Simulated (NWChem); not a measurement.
Species: sulfur dioxide (SO2); SMILES S(=O)=O

```xyz
3

O      1.2504     0.0000     0.3713
S      0.0000     0.0000    -0.3713
O     -1.2504     0.0000     0.3713
```
Atoms are numbered in this order, from 1.

The geometry was optimised at PBE0/def2-SVP.

Symmetry labels are those of C2v in the frame above (b1 and b2, or b-type labels, depend on it).

Question: List the 4 lowest vertical singlet excitations from PBE0/aug-cc-pVDZ, TDA (NWChem).

Answer: 
```json
[
 {"state": "S1", "energy (eV)": "3.96", "oscillator strength": "0.007", "symmetry": "b2", "leading excitation (squared amplitude)": "HOMO → LUMO (0.98)"},
 {"state": "S2", "energy (eV)": "4.31", "oscillator strength": "0.000", "symmetry": "a2", "leading excitation (squared amplitude)": "HOMO−1 → LUMO (1.00)"},
 {"state": "S3", "energy (eV)": "6.56", "oscillator strength": "0.071", "symmetry": "b1", "leading excitation (squared amplitude)": "HOMO−2 → LUMO (0.77)"},
 {"state": "S4", "energy (eV)": "8.26", "oscillator strength": "0.003", "symmetry": "b2", "leading excitation (squared amplitude)": "HOMO−3 → LUMO (0.98)"}
]
```
